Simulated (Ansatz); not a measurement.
Species: C₂H₃O, SMILES `C[C+]=O` (charge 1, multiplicity 1).

Problem. Give a relaxed geometry from PBE-D3(BJ)/def2-TZVP (Ansatz, a first-principles code).

Solution. the end point of this relaxation (outside a Z-matrix the atoms follow the SMILES, hydrogens last).
Cartesian coordinates (Å) in one orientation:
```xyz
6

C     -0.483     0.006    -0.012
C      0.934    -0.012     0.024
O      2.059    -0.026     0.052
H     -0.826    -0.696    -0.795
H     -0.866    -0.306     0.978
H     -0.818     1.034    -0.246
```
